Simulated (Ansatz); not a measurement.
Fluorite CdF2 was calculated with LDA in Ansatz (plane waves, PAW).

Total energies, extrapolated to zero smearing (they compare only within this program, potentials and cutoff; free atoms with spin allowed, lowest state found):

```json
[
 {"system": "fluorite CdF2, relaxed", "energy (eV/atom)": "-3235.4561"},
 {"system": "free Cd atom", "energy (eV/atom)": "-8116.3652"},
 {"system": "free F atom", "energy (eV/atom)": "-789.0017"}
]
```

**Question.** Work out the cohesive energy per atom.

**Answer.** E_coh = [1 × (-8116.3652) + 2 × (-789.0017)]/3 − (-3235.4561) = 4.00 eV/atom. The reference value is 3.37 ± 0.03 eV/atom (derived here from tabulated measurements, copied from a table, unchecked, brought to a static lattice with a Debye model, atoms in their spin–orbit ground levels; inputs from the CRC Handbook), a difference of +0.63 eV/atom.

The PAW data were made under PBE.

Ansatz is a first-principles code.
